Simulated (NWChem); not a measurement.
# One shape, several levels: quartet CH3O

Wanted: a comparison of 4 runs (UHF/STO-3G, UHF/3-21G, UB3LYP/6-31G*) of quartet CH3O. 

Program for the calculation: NWChem 7.3.0.

64 further runs of the same task are left out: 64 set aside as unsound or not needed.

## (1) Starting point

The species is CH3O (5 atoms), meant as a quartet with charge 0. As SMILES of the parent species, `[CH2]O`. The coordinates come from a PBE0-D4/def2-TZVP relaxation. This is one conformer, not always the lowest. That shape belongs to the parent species and isn't relaxed for this state.

Bond lengths: C1–O2 1.357 Å, C1–H3 1.080 Å, C1–H4 1.084 Å, O2–H5 0.960 Å. Angles: C1–O2–H5 109.6°, O2–C1–H3 113.9°, O2–C1–H4 119.2°, H3–C1–H4 121.2°.

## (2) The energy at UHF/STO-3G (run 1)

The input, ch3o.nw:

```
START ch3o
TITLE "CH3O"
memory total 2200 mb

GEOMETRY units angstrom noautosym nocenter noautoz
  C     -0.327200    -0.313600     0.020200
  O      0.269400     0.900700     0.120200
  H     -1.375200    -0.266500    -0.236200
  H      0.274300    -1.179600    -0.230000
  H      1.208500     0.785300     0.284400
END

BASIS spherical bse
  * library STO-3G
END

SCF
  quartet
  uhf
  thresh 1e-08
  maxiter 80
  print low
END

TASK scf energy
```

Run with:

```
$ nwchem ch3o.nw > ch3o.out
```

The program printed:

```text
[...]
  functions       =    13
[...]
  wavefunction    = UHF
[...]
         Total SCF energy =   -112.489994386514
      One electron energy =   -224.149899560359
      Two electron energy =     76.215454080568
 Nuclear repulsion energy =     35.444451093276
                       Sz =      1.5000
                 Sz(Sz+1) =      3.7500
                      S^2 =      3.7695
[...]
```

Run time: 1.4 s. Hardware: 1 thread of Intel Xeon Platinum 8488C (Sapphire Rapids), shared host; peak memory 0.099 GiB.

## (3) A single-point energy at UHF/3-21G (run 2)

The input, work.nw:

```
start work
memory total 2200 mb

geometry noautosym nocenter noautoz
 C       -0.327200      -0.313600       0.020200
 O        0.269400       0.900700       0.120200
 H       -1.375200      -0.266500      -0.236200
 H        0.274300      -1.179600      -0.230000
 H        1.208500       0.785300       0.284400
end

basis spherical bse
 C library 3-21G
 O library 3-21G
 H library 3-21G
end

scf
 nopen 3
 uhf
 thresh 1e-08
 maxiter 80
 print low
end

task scf energy
```

Run with:

```
$ nwchem work.nw > work.out
```

The program printed:

```text
[...]
  functions       =    24
[...]
  wavefunction    = UHF
[...]
         Total SCF energy =   -113.455058234310
      One electron energy =   -223.718393515276
      Two electron energy =     74.818884187690
 Nuclear repulsion energy =     35.444451093276
                       Sz =      1.5000
                 Sz(Sz+1) =      3.7500
                      S^2 =      3.7632
[...]
```

It took 1.3 s on 1 thread of Intel Xeon Platinum 8488C (Sapphire Rapids), shared host; peak memory 0.099 GiB.

Run 3 isn't shown in full; the table further down has it.

## (4) A single-point energy at UB3LYP/6-31G(d) (spherical functions) (run 4)

The input, mol.nw:

```
start mol
title "CH3O"
memory total 2200 mb
charge 0

geometry units atomic noautosym nocenter noautoz
C  -0.61831839 -0.59261811  0.03817247
O   0.50909222  1.70207632  0.22714508
H  -2.59875137 -0.50361201 -0.44635331
H   0.51835188 -2.22912094 -0.43463701
H   2.28373402  1.48400193  0.53743811
end

basis spherical bse
C library 6-31G*
O library 6-31G*
H library 6-31G*
end

dft
xc b3lyp
mult 4
grid xfine
convergence energy 1e-08
maxiter 100
mulliken
end

task dft energy
```

Run with:

```
$ nwchem mol.nw > mol.out
```

The program printed:

```text
[...]
          Wavefunction type:  spin polarized.
          No. of atoms     :     5
          No. of electrons :    17
[...]
          Charge           :     0
          Spin multiplicity:     4
[...]
          AO basis - number of functions:    34
[...]
              XC Information
              --------------
                         B3LYP Method XC Potential
                     Hartree-Fock (Exact) Exchange  0.200
                        Slater Exchange Functional  0.800 local
                    Becke 1988 Exchange Functional  0.720 non-local
              Lee-Yang-Parr Correlation Functional  0.810
                  VWN I RPA Correlation Functional  0.190 local
[...]
 d= 0,ls=0.0,diis     1   -114.6149158158 -1.50D+02  1.45D-01  1.23D-01     1.1
[...]
 d= 0,ls=0.0,diis    17   -114.7091138155 -1.88D-09  1.49D-06  4.65D-10    16.0
[...]
         Total DFT energy =     -114.709113815484
      One electron energy =     -224.813259909963
           Coulomb energy =       89.721711320762
    Exchange-Corr. energy =      -15.062013766578
 Nuclear repulsion energy =       35.444448540295
[...]
      Total Density - Mulliken Population Analysis
     ---------------------------------------------
    Atom       Charge   Shell Charges
 -----------   ------   -------------------------------------------------------
    1 C    6     6.22   2.00  0.69  1.99  0.55  0.93  0.05
    2 O    8     7.92   2.00  0.99  2.80  0.76  1.34  0.03
    3 H    1     0.79   0.51  0.28
    4 H    1     0.80   0.50  0.31
    5 H    1     1.27   0.44  0.83
[...]
      <S2> =      3.7544 (Exact =     3.7500)
[...]
```

It took 17 s on 1 thread of Intel Xeon Platinum 8488C (Sapphire Rapids), shared host; peak memory 0.12 GiB.

## (5) The series

| run | level | Cartesian functions | iteration cap | energy (Eh) | ⟨S²⟩ | wall time |
| --- | --- | --- | --- | --- | --- | --- |
| 1 | UHF/STO-3G | no | 80 | -112.489994 | 3.769 | 1.4 s |
| 2 | UHF/3-21G | no | 80 | -113.455058 | 3.763 | 1.3 s |
| 3 | UB3LYP/6-31G* (Cartesian functions) | yes | 100 | -114.712458 | 3.754 | 19 s |
| 4 | UB3LYP/6-31G* (spherical functions) | no | 100 | -114.709114 | 3.754 | 17 s |

## (6) Summary of results

```
                                 quantity          value
                      run 4: total energy  -114.70911 Eh
                     run 4: dipole moment         2.89 D
run 4: HOMO energy (highest over α and β)       -0.51 eV
                              run 4: ⟨S²⟩          3.754
```

In words: In run 1 the basis is minimal, so the values are rough. All runs together took 38 s, the longest 19 s.
